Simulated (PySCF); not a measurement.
## Continuum solvent and chemical shifts

Structure with atom numbers: `[CH2:1]=[N:2][CH2:3][CH2:4][CH3:5]` (H(Xn): hydrogen on atom n). Ha(C1) is cis to C3; Hb(C1) is trans to C3.

GIAO PBE0/pcSseg-1 in PySCF 2.14 on one PBE0-D3(BJ)/def2-SVP conformer, non-relativistic, equivalent nuclei averaged. Solvents enter as an IEF-PCM continuum (cyclohexane with ε = 2.0, dichloromethane with ε = 8.9) around the gas-phase geometry. Shifts are referred to TMS computed in the same medium.

In cyclohexane, δ in ppm: C1 159.6, C3 68.8, C4 25.6, C5 13.1, Ha(C1) 7.62, Hb(C1) 7.29, H(C3) 3.40, H(C4) 1.70, H(C5) 0.71. Dipole moment 1.57 D.

(1) How does each δ change in the more polar medium?

(2) Which nuclei move most (in ppm), and what does the model miss?

Results:

(1) 
| atoms | environment | Δδ, dichloromethane |
| --- | --- | --- |
| C1 | C=N carbon | +3.1 |
| C3 | sp3 CH2 bonded to N | 0.0 |
| C4 | sp3 CH2 | +0.4 |
| C5 | methyl carbon | +0.2 |
| Ha(C1) | hydrogen on a C=N carbon | +0.09 |
| Hb(C1) | hydrogen on a C=N carbon | +0.06 |
| H(C3) | hydrogen on an sp3 CH2 bonded to N | +0.05 |
| H(C4) | hydrogen on an sp3 CH2 | -0.02 |
| H(C5) | hydrogen on a methyl carbon | 0.00 |

Changes are relative to cyclohexane. The dipole moment becomes 1.86 D in dichloromethane.

(2) C1 (C=N carbon, +3.1 ppm) in dichloromethane. A continuum only polarises the solute; specific hydrogen bonds, the anisotropy of aromatic solvents and changes of geometry or conformer are outside it.
